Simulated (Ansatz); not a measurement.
Rutile CrO2 was calculated with PBEsol-D3(BJ) in Ansatz (PAW).

Run with plane-wave cutoff 520 eV, 12×12×18 k mesh (along the axes of the cell as run), Fermi–Dirac smearing 0.05 eV, spin-polarised with parallel moments, scalar-relativistic PAW data made under PBE.

Shape and atoms are relaxed at each volume.

Pressure at four volumes; x = ln(V/9.189 Å³). One pressure is withheld.

```tsv
V (Å³/atom)	x	P (GPa)
8.821	-0.0409	?
9.005	-0.0202	5.61
9.189	0.0000	0.00
9.556	0.0392	-9.38
```

Task: Pass a parabola P(x) through the three rows shown, estimate the bulk modulus and its pressure derivative near zero pressure, and predict the withheld pressure.

Result: Slopes between the rows: (0.00 − (5.61))/(0.0000 − (-0.0202)) = -277.72 and (-9.38 − (0.00))/(0.0392 − (0.0000)) = -239.29 GPa. Their difference over the span 0.0594 is c = 38.43/0.0594 = 647.0 GPa, so P(x) = 5.61 + (-277.72)(x − (-0.0202)) + 647.0 (x − (-0.0202))(x − (0.0000)). At the middle row B = −dP/dx = −[-277.72 + 647.0 × 0.0202] = 264.7 GPa, and B′ = dB/dP = 2c/B = 4.9. At x = -0.0409 the parabola gives 11.91 GPa; the run gives 11.89 GPa. The Birch–Murnaghan fit to the energies at all volumes has B0 = 264 GPa and B′ = 4.9.

Measured, for comparison: bulk modulus 242 ± 2 GPa (temperature not stated, no zero-point or thermal correction, equation of state from high-pressure X-ray diffraction; as tabulated in Datta et al. (2023), arXiv:2307.04584). Computed (rounded) less measured: bulk modulus +9 %. A static lattice is as a rule a little smaller and stiffer than an uncorrected measurement, which narrows the difference in the bulk modulus and would widen misses of the other sign.

Note: the bulk modulus comes from volumes at which shape and atoms were relaxed.

Ansatz is a quantum-chemistry and plane-wave program.
